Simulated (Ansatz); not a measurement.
We consider bcc Fe, described by HSE06-D3(BJ) (Ansatz, a first-principles code, PAW).

Numerical settings: plane-wave cutoff 460 eV, 16×16×16 k mesh, Fermi–Dirac smearing 0.05 eV, spin-polarised with parallel moments, scalar-relativistic PAW data made under PBE.

Computed at the level's own relaxed cell.

Task: What does this level give for the equilibrium volume per atom, bulk modulus, lattice constant a and magnetic moment per atom (the cell's total over its atoms)?

Result: 
- equilibrium volume per atom: 11.93 Å³/atom
- bulk modulus: 170 GPa
- lattice constant a: 2.879 Å
- magnetic moment per atom (the cell's total over its atoms): 2.85 μB

Measured, for comparison: equilibrium volume per atom 11.61 Å³/atom, lattice constant a 2.853 Å (static lattice: zero-point anharmonic expansion removed; as tabulated in Mejia-Rodriguez and Trickey (2018), arXiv:1807.09216); bulk modulus 174 GPa (corrected for temperature and zero-point phonon effects, our sources range from 170 to 175; as tabulated in Levämäki et al. (2014), arXiv:1402.3671). Computed (rounded) less measured: equilibrium volume per atom +2.8 %, bulk modulus -2 % (0.0 % to -3 % over the range), lattice constant a +0.9 %.

Moments are spin moments.

The computed numbers hold no vibrational or temperature effects.
